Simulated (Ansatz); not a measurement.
# BPH₃ (doublet): correlated methods under varied settings at a displaced geometry (v2)

What do other methods and options give for BPH₃ (doublet) at this geometry, and how long do they take?

The runs use Ansatz 0.2.0, Gaussian basis; the settings change from run to run.

17 further runs of the same task are left out: 10 that didn't finish, 7 set aside as unsound or not needed.

## Step 1: What is computed

The geometry is a PBE0/def2-TZVP stationary point (not a proven minimum) with its atoms shifted at random (size 0.100 Å).

5 atoms, charge 0, spin multiplicity 2.

Atoms are counted from 1 here; the program's logs count them from 0.

Bond lengths: B1–P2 1.829 Å, B1–H3 1.212 Å, P2–H4 1.572 Å, P2–H5 1.406 Å. Angles: P2–B1–H3 132.9°, B1–P2–H4 102.8°, B1–P2–H5 106.9°, H4–P2–H5 93.0°.

## Step 2: MP2 on UHF/6-31G

The input, in.yaml:

```yaml
crystal:
  periodic: [false, false, false]
  atoms:
    - {symbol: B, position_ang: [0.218491, 0.158721, 1.318079]}
    - {symbol: P, position_ang: [-0.126341, -0.026352, -0.468255]}
    - {symbol: H, position_ang: [0.064243, -0.577364, 2.268610]}
    - {symbol: H, position_ang: [0.798949, -1.229418, -0.877529]}
    - {symbol: H, position_ang: [0.675756, 0.914146, -1.139225]}
basis:
  gaussian: {orbitals: 6-31G}
magnetization: {spin_polarized: true, initial_magnetization: 1}
correlation: {method: mp2, electrons: valence}
```

Command:

```
> ansatz run in.yaml --threads 1 --pin off --events-out ev --progress --plain --max-ram 2393MiB
```

Output:

```text
Functional definition: HF
  name "HF"
  cite "Fock, Z. Phys. 61, 126 (1930) doi:10.1007/BF01340294"
  parent pbe
  exchange = exact_x
  correlation = 0
362 factors; integrals over basis functions are off by at most 2.6e-4 eV
mean field evaluation 1: about -9985.4561 eV, gradient 8.4e0 eV
mean field evaluation 2: about -9985.4574 eV, gradient 8.4e0 eV
mean field evaluation 4: about -9986.5605 eV, gradient 1.1e0 eV
mean field evaluation 8: about -9986.5941 eV, gradient 3.7e-3 eV
mean field evaluation 16: about -9986.4713 eV, gradient 1.2e0 eV
mean field -9986.59408856 eV, -367.0005635980 hartree, gradient 6.8e-6 eV, S^2 0.759172; 2 other end points of the search recorded, 0 dependent functions left out
6 core orbitals not correlated: weight in the atoms' cores, before any rotation towards them, 1.000 or more for the frozen orbitals, at most 0.000 for the correlated occupied ones
reference -9986.59408856 eV, -367.0005635980 hartree; 6, 5 occupied and 16, 17 virtual orbitals, 362 factors
second order -2.68834758 eV of doubles, -0.00000000 eV of singles
Total energy: -9989.28243614 eV, -367.0993585493 hartree
```

Run time: 0.98 s. Hardware: 1 thread of Intel Xeon at 2.50GHz, shared host.

From the report: ⟨S²⟩ of the determinant 0.759 (pure doublet: 0.75).

## Step 3: MP2 on UHF/STO-3G

in.yaml, as its differences from that of step 2:

```diff
@@ -9,4 +9,5 @@
 basis:
-  gaussian: {orbitals: 6-31G}
+  gaussian: {orbitals: STO-3G}
 magnetization: {spin_polarized: true, initial_magnetization: 1}
-correlation: {method: mp2, electrons: valence}
+hamiltonian: {pseudopotentials: {relativity: scalar}}
+correlation: {method: mp2, electrons: outside_noble_gas}
```

Launched as before.

Output:

```text
Functional definition: HF
  name "HF"
  cite "Fock, Z. Phys. 61, 126 (1930) doi:10.1007/BF01340294"
  parent pbe
  exchange = exact_x
  correlation = 0
197 factors; integrals over basis functions are off by at most 3.6e-5 eV
mean field evaluation 1: about -9891.2256 eV, gradient 8.0e0 eV
mean field evaluation 2: about -9891.2516 eV, gradient 7.9e0 eV
mean field evaluation 4: about -9892.3620 eV, gradient 8.9e-1 eV
mean field evaluation 8: about -9892.3839 eV, gradient 9.6e-3 eV
mean field evaluation 16: about -9891.5508 eV, gradient 2.5e0 eV
mean field -9892.38389661 eV, -363.5384029017 hartree, gradient 1.9e-6 eV, S^2 0.756993; 2 other end points of the search recorded, 0 dependent functions left out
6 core orbitals not correlated: weight in the atoms' cores, before any rotation towards them, 1.000 or more for the frozen orbitals, at most 0.000 for the correlated occupied ones
reference -9892.38389661 eV, -363.5384029017 hartree; 6, 5 occupied and 5, 6 virtual orbitals, 197 factors
second order -1.75820210 eV of doubles, -0.00000000 eV of singles
Total energy: -9894.14209871 eV, -363.6030156373 hartree
Relativity: scalar
```

Run time: 0.59 s. Hardware: 1 thread of Intel Xeon at 2.50GHz, shared host.

From the report: ⟨S²⟩ of the determinant 0.757 (pure doublet: 0.75).

## Step 4: MRCISD+Q(relaxed)(1,3)/STO-3G

in.yaml, as its differences from that of step 3:

```diff
@@ -10,4 +10,3 @@
   gaussian: {orbitals: STO-3G}
-magnetization: {spin_polarized: true, initial_magnetization: 1}
-hamiltonian: {pseudopotentials: {relativity: scalar}}
-correlation: {method: mp2, electrons: outside_noble_gas}
+magnetization: {spin_polarized: false, initial_magnetization: 1}
+correlation: {method: fic_mrcisd_q_relaxed, electrons: valence, active_space: {window: {electrons: 1, orbitals: 3}}}
```

Same command.

Output (excerpt; [...] marks lines left out):

```text
Functional definition: HF
  name "HF"
  cite "Fock, Z. Phys. 61, 126 (1930) doi:10.1007/BF01340294"
  parent pbe
[...]
197 factors; integrals over basis functions are off by at most 3.6e-5 eV
[...]
mean field -9875.12837151 eV, -362.9042740507 hartree, gradient 2.1e-6 eV, S^2 0.750000; 0 other end points of the search recorded, 0 dependent functions left out
reference -9875.12837151 eV, -362.9042740507 hartree; 12, 11 occupied and 5, 6 virtual orbitals, 197 factors
state -9875.12837151 eV, -362.9042740507 hartree
contracted CI cycle   1: correlation 0.00000000 eV, 0.0000000000 hartree, residual 9.68e0 eV
contracted CI cycle   2: correlation -2.34466210 eV, -0.0861647428 hartree, residual 2.08e0 eV
contracted CI cycle   3: correlation -2.47079784 eV, -0.0908001459 hartree, residual 7.13e-1 eV
contracted CI cycle   4: correlation -2.48572326 eV, -0.0913486450 hartree, residual 2.69e-1 eV
contracted CI cycle   5: correlation -2.48811850 eV, -0.0914366683 hartree, residual 1.05e-1 eV
contracted CI cycle   6: correlation -2.48853781 eV, -0.0914520776 hartree, residual 3.53e-2 eV
contracted CI cycle   7: correlation -2.48858044 eV, -0.0914536445 hartree, residual 1.30e-2 eV
contracted CI cycle   8: correlation -2.48858540 eV, -0.0914538267 hartree, residual 4.48e-3 eV
contracted CI cycle   9: correlation -2.48858600 eV, -0.0914538487 hartree, residual 1.51e-3 eV
contracted CI cycle  10: correlation -2.48858606 eV, -0.0914538510 hartree, residual 4.43e-4 eV
state -9875.12837151 eV, -362.9042740507 hartree; corrected -9877.81055035 eV, -363.0028423049 hartree
WARN: 2 active orbitals are nearly empty or full. The corrections depend on them more than the energy does, and are more stable in an active space without them
Total energy: -9877.81055035 eV, -363.0028423049 hartree
```

It took 1.2 s on 1 thread of Intel Xeon at 2.50GHz, shared host.

From the report: 3 determinants; active occupations 1.00, 0.00, 0.00. The report marks this result as in doubt.

## Step 5: HF/STO-3G

in.yaml, as its differences from that of step 4:

```diff
@@ -11,2 +11,3 @@
 magnetization: {spin_polarized: false, initial_magnetization: 1}
-correlation: {method: fic_mrcisd_q_relaxed, electrons: valence, active_space: {window: {electrons: 1, orbitals: 3}}}
+hamiltonian: {xc: hf}
+output: {orbitals: {seedname: orbitals}}
```

The command is unchanged.

Output:

```text
Functional definition: HF
  name "HF"
  cite "Fock, Z. Phys. 61, 126 (1930) doi:10.1007/BF01340294"
  parent pbe
  exchange = exact_x
  correlation = 0
197 factors; integrals over basis functions are off by at most 3.6e-5 eV
mean field evaluation 1: about -9874.0534 eV, gradient 9.2e0 eV
mean field evaluation 2: about -9874.0792 eV, gradient 9.2e0 eV
mean field evaluation 4: about -9875.1265 eV, gradient 4.6e-1 eV
mean field evaluation 8: about -9875.1284 eV, gradient 2.5e-5 eV
mean field -9875.12837151 eV, -362.9042740507 hartree, gradient 2.8e-5 eV, S^2 0.750000; 0 other end points of the search recorded, 0 dependent functions left out
reference -9875.12837151 eV, -362.9042740507 hartree; 12, 11 occupied and 5, 6 virtual orbitals, 197 factors
Total energy: -9875.12837151 eV, -362.9042740507 hartree
```

It took 0.47 s on 1 thread of Intel Xeon at 2.50GHz, shared host.

## Step 6: CCSDT on ROHF/6-31G

in.yaml, as its differences from that of step 5:

```diff
@@ -9,5 +9,6 @@
 basis:
-  gaussian: {orbitals: STO-3G}
+  gaussian: {orbitals: 6-31G}
 magnetization: {spin_polarized: false, initial_magnetization: 1}
-hamiltonian: {xc: hf}
-output: {orbitals: {seedname: orbitals}}
+correlation: {method: ccsdt, electrons: outside_noble_gas, diis_vectors: 2}
+accuracy: high
+scf: {omitted_lower_state_checks: [cluster_reference]}
```

Same command.

Output (excerpt; [...] marks lines left out):

```text
Functional definition: HF
  name "HF"
  cite "Fock, Z. Phys. 61, 126 (1930) doi:10.1007/BF01340294"
  parent pbe
[...]
662 factors; integrals over basis functions are off by at most 3.5e-9 eV
[...]
mean field -9986.55849050 eV, -366.9992553933 hartree, gradient 5.3e-8 eV, S^2 0.750000; 2 other end points of the search recorded, 0 dependent functions left out
6 core orbitals not correlated: weight in the atoms' cores, before any rotation towards them, 1.000 or more for the frozen orbitals, at most 0.000 for the correlated occupied ones
reference -9986.55849050 eV, -366.9992553933 hartree; 6, 5 occupied and 16, 17 virtual orbitals, 662 factors
second order -2.69505035 eV of doubles, -0.01599852 eV of singles
cycle   1  -3.23288347 eV  change   -5.2e-1 eV  update   7.8e-2
[...]
cycle  61  -3.64401766 eV  change   3.6e-10 eV  update  9.7e-10
Total energy: -9990.20250815 eV, -367.1331705721 hartree
Checks for a lower state left out: cluster_reference
```

Wall time 19 s (1 thread of Intel Xeon at 2.50GHz, shared host).

From the report: correlation -3.6440 eV; T1 0.030; largest double amplitude 0.06.

## Step 7: MP2 on UHF/def2-SVP

in.yaml, as its differences from that of step 6:

```diff
@@ -9,6 +9,5 @@
 basis:
-  gaussian: {orbitals: 6-31G}
-magnetization: {spin_polarized: false, initial_magnetization: 1}
-correlation: {method: ccsdt, electrons: outside_noble_gas, diis_vectors: 2}
-accuracy: high
-scf: {omitted_lower_state_checks: [cluster_reference]}
+  gaussian: {orbitals: def2-SVP}
+magnetization: {spin_polarized: true, initial_magnetization: 1}
+correlation: {method: mp2, electrons: all}
+scf: {lower_state_search: full}
```

The command is unchanged.

Output:

```text
Functional definition: HF
  name "HF"
  cite "Fock, Z. Phys. 61, 126 (1930) doi:10.1007/BF01340294"
  parent pbe
  exchange = exact_x
  correlation = 0
461 factors; integrals over basis functions are off by at most 1.0e-3 eV
mean field evaluation 1: about -9983.9168 eV, gradient 9.0e0 eV
mean field evaluation 2: about -9983.9356 eV, gradient 9.1e0 eV
mean field evaluation 4: about -9985.1785 eV, gradient 1.0e0 eV
mean field evaluation 8: about -9985.2098 eV, gradient 1.0e-1 eV
mean field evaluation 16: about -9984.3677 eV, gradient 4.1e0 eV
mean field evaluation 32: about -9985.2099 eV, gradient 8.7e-2 eV
mean field -9985.21052740 eV, -366.9497186633 hartree, gradient 2.4e-6 eV, S^2 0.759192; 4 other end points of the search recorded, 0 dependent functions left out
reference -9985.21052740 eV, -366.9497186633 hartree; 12, 11 occupied and 35, 36 virtual orbitals, 461 factors
second order -5.37714561 eV of doubles, -0.00000000 eV of singles
Total energy: -9990.58767301 eV, -367.1473251196 hartree
```

It took 2.5 s on 1 thread of Intel Xeon at 2.50GHz, shared host.

From the report: ⟨S²⟩ of the determinant 0.759 (pure doublet: 0.75).

## Step 8: NEVPT2(11,7)/cc-pVDZ

in.yaml, as its differences from that of step 7:

```diff
@@ -9,5 +9,4 @@
 basis:
-  gaussian: {orbitals: def2-SVP}
-magnetization: {spin_polarized: true, initial_magnetization: 1}
-correlation: {method: mp2, electrons: all}
-scf: {lower_state_search: full}
+  gaussian: {orbitals: cc-pVDZ, fitting: {mean_field: def2-universal-jkfit}, point_charges: [{charge: -1.00, position_ang: [5.312, -0.882, -0.910]}]}
+magnetization: {spin_polarized: false, initial_magnetization: 1}
+correlation: {method: sc_nevpt2, electrons: outside_noble_gas, active_space: {window: {electrons: 11, orbitals: 7}, states: [{multiplicity: 2, weights: [1, 1, 0.5, 0.5]}, {multiplicity: 4, weights: [1]}]}}
```

Same command.

Output (excerpt; [...] marks lines left out):

```text
Functional definition: HF
  name "HF"
  cite "Fock, Z. Phys. 61, 126 (1930) doi:10.1007/BF01340294"
  parent pbe
[...]
257 factors; integrals over basis functions are off by at most 4.5e-1 eV
[...]
mean field -9988.77396062 eV, -367.0806724185 hartree, gradient 2.9e-6 eV, S^2 0.750000; 2 other end points of the search recorded, 0 dependent functions left out
reference -9988.77396062 eV, -367.0806724185 hartree; 12, 11 occupied and 35, 36 virtual orbitals, 257 factors
state -9988.69869777 eV, -367.0779065600 hartree
state -9987.03961935 eV, -367.0169365524 hartree
state -9984.43632381 eV, -366.9212672061 hartree
state -9983.81994320 eV, -366.8986156364 hartree
state -9988.69869777 eV, -367.0779065600 hartree; corrected -9993.37727736 eV, -367.2498411886 hartree
state -9987.03961935 eV, -367.0169365524 hartree; corrected -9991.83551657 eV, -367.1931825245 hartree
state -9984.43632381 eV, -366.9212672061 hartree; corrected -9989.03740305 eV, -367.0903537493 hartree
state -9983.81994320 eV, -366.8986156364 hartree; corrected -9988.51967556 eV, -367.0713276152 hartree
state -9985.33786784 eV, -366.9543983382 hartree
state -9985.33786784 eV, -366.9543983382 hartree; corrected -9989.66545649 eV, -367.1134342876 hartree
Total energy: -9990.91419743 eV, -367.1593246707 hartree
```

It took 3.2 s on 1 thread of Intel Xeon at 2.50GHz, shared host.

From the report: 147 determinants; active occupations (of the averaged states) 2.00, 2.00, 2.00, 1.99, 1.49, 0.88, 0.65.

## Step 9: CCSD on UHF/6-31G*

The input, in.yaml:

```yaml
crystal:
  periodic: [false, false, false]
  atoms:
    - {symbol: B, position_ang: [0.218491, 0.158721, 1.318079]}
    - {symbol: P, position_ang: [-0.126341, -0.026352, -0.468255]}
    - {symbol: H, position_ang: [0.064243, -0.577364, 2.268610]}
    - {symbol: H, position_ang: [0.798949, -1.229418, -0.877529]}
    - {symbol: H, position_ang: [0.675756, 0.914146, -1.139225]}
basis:
  gaussian: {orbitals: "6-31G*", fitting: {mean_field: def2-universal-jkfit}}
magnetization: {spin_polarized: true, initial_magnetization: 1}
correlation: {method: ccsd, electrons: outside_noble_gas}
```

Launched as before.

Output (excerpt; [...] marks lines left out):

```text
Functional definition: HF
  name "HF"
  cite "Fock, Z. Phys. 61, 126 (1930) doi:10.1007/BF01340294"
  parent pbe
[...]
257 factors; integrals over basis functions are off by at most 1.1e-1 eV
[...]
mean field -9988.02928445 eV, -367.0533060740 hartree, gradient 2.1e-6 eV, S^2 0.758708; 3 other end points of the search recorded, 0 dependent functions left out
determinant -9988.02928445 eV, -367.0533060740 hartree, with singles and doubles -9993.36077607 eV, -367.2492347774 hartree
determinant -9986.59233487 eV, -367.0004991510 hartree, with singles and doubles -9991.98140229 eV, -367.1985437259 hartree
6 core orbitals not correlated: weight in the atoms' cores, before any rotation towards them, 1.000 or more for the frozen orbitals, at most 0.000 for the correlated occupied ones
reference -9988.02928445 eV, -367.0533060740 hartree; 6, 5 occupied and 28, 29 virtual orbitals, 257 factors
second order -4.35432438 eV of doubles, -0.00000000 eV of singles
cycle   1  -5.33183108 eV  change   -3.4e-4 eV  update   2.0e-3
[...]
cycle  10  -5.33300179 eV  change   -3.6e-6 eV  update   3.5e-6
Total energy: -9993.36228624 eV, -367.2492902751 hartree
```

It took 3.5 s on 1 thread of Intel Xeon at 2.50GHz, shared host.

From the report: ⟨S²⟩ of the determinant 0.759 (pure doublet: 0.75); correlation -5.3330 eV; T1 0.023; largest double amplitude 0.05.

## Step 10: CCSD(T)/cc-pVDZ

in.yaml, as its differences from that of step 9:

```diff
@@ -9,4 +9,7 @@
 basis:
-  gaussian: {orbitals: "6-31G*", fitting: {mean_field: def2-universal-jkfit}}
+  gaussian: {orbitals: cc-pVDZ, point_charges: [{charge: -0.50, position_ang: [4.673, -0.511, 0.466]}]}
 magnetization: {spin_polarized: true, initial_magnetization: 1}
-correlation: {method: ccsd, electrons: outside_noble_gas}
+hamiltonian: {xc: {name: B3LYP}}
+correlation: {method: ccsd_t, electrons: all}
+scf: {lower_state_search: full}
+output: {forces: true}
```

The command is unchanged.

Output (excerpt; [...] marks lines left out):

```text
Functional definition: B3LYP
  name "B3LYP"
  cite "Stephens, Devlin, Chabalowski & Frisch, J. Phys. Chem. 98, 11623 (1994) doi:10.1021/j100096a001"
  cite "Becke, Phys. Rev. A 38, 3098 (1988) doi:10.1103/PhysRevA.38.3098"
  cite "Lee, Yang & Parr, Phys. Rev. B 37, 785 (1988) doi:10.1103/PhysRevB.37.785"
  cite "Vosko, Wilk & Nusair, Can. J. Phys. 58, 1200 (1980) doi:10.1139/p80-159"
[...]
455 factors; integrals over basis functions are off by at most 9.9e-4 eV
[...]
mean field -10011.72039341 eV, -367.9239382700 hartree, gradient 3.4e-6 eV, S^2 0.753631; 4 other end points of the search recorded, 0 dependent functions left out
reference -9988.43575564 eV, -367.0682436148 hartree; 12, 11 occupied and 35, 36 virtual orbitals, 455 factors
second order -5.69448546 eV of doubles, -0.25964394 eV of singles
cycle   1  -6.44835483 eV  change   -5.0e-1 eV  update   7.0e-2
[...]
cycle  16  -6.71297107 eV  change   -2.4e-7 eV  update   6.0e-7
perturbative correction -0.22284706 eV, -0.0081894784 hartree
[...]
Total energy: -9995.37157377 eV, -367.3231302298 hartree
Atom 0 at     0.218491     0.158721     1.318079 Å, force    -0.021847     0.188400     0.958767 eV/Å
Atom 1 at    -0.126341    -0.026352    -0.468255 Å, force     1.207010    -2.161933    -1.406274 eV/Å
Atom 2 at     0.064243    -0.577364     2.268610 Å, force     0.153626     0.067802    -0.198519 eV/Å
Atom 3 at     0.798949    -1.229418    -0.877529 Å, force    -1.439097     1.464400     0.597696 eV/Å
Atom 4 at     0.675756     0.914146    -1.139225 Å, force     0.126151     0.444601     0.054074 eV/Å
Dipole moment:     0.190204    -0.078357    -0.114465 e Å
```

Run time: 50 s. Hardware: 1 thread of Intel Xeon at 2.50GHz, shared host.

From the report: ⟨S²⟩ of the determinant 0.754 (pure doublet: 0.75); correlation -6.9358 eV; T1 0.010; largest double amplitude 0.04. The orbitals are Kohn-Sham ones, so correlation energy and T1 don't compare with those on Hartree-Fock orbitals.

## Step 11: All runs side by side

 † marks a result that the program doubts.

```tsv
level	correlated	functions	energy (eV)	time
MP2 on UHF/6-31G	valence	28	-9989.2824	0.98 s
MP2 on UHF/STO-3G (relativity set)	outside noble gas	17	-9894.1421	0.59 s
MRCISD+Q(relaxed)(1,3)/STO-3G †	valence	17	-9877.8106	1.2 s
HF/STO-3G		17	-9875.1284	0.47 s
CCSDT on ROHF/6-31G	outside noble gas	28	-9990.2025	19 s
MP2 on UHF/def2-SVP	all	47	-9990.5877	2.5 s
NEVPT2(11,7)/cc-pVDZ (mean of several states, beside a point charge)	outside noble gas	47	-9990.9142	3.2 s
CCSD on UHF/6-31G*	outside noble gas	40	-9993.3623	3.5 s
CCSD(T)/cc-pVDZ (beside a point charge, on B3LYP orbitals)	all	47	-9995.3716	50 s
```

## Step 12: Summary of results

```
quantity                                                             value
    runs                                                                 9
quickest                                                 HF/STO-3G, 0.47 s
 slowest  CCSD(T)/cc-pVDZ (beside a point charge, on B3LYP orbitals), 50 s
```

In words: Total energies in different bases, with other cores or another treatment of relativity can't be set against each other. CCSD(T)/cc-pVDZ (beside a point charge, on B3LYP orbitals) took 106 times as long as HF/STO-3G; the jobs differ in more than the method.
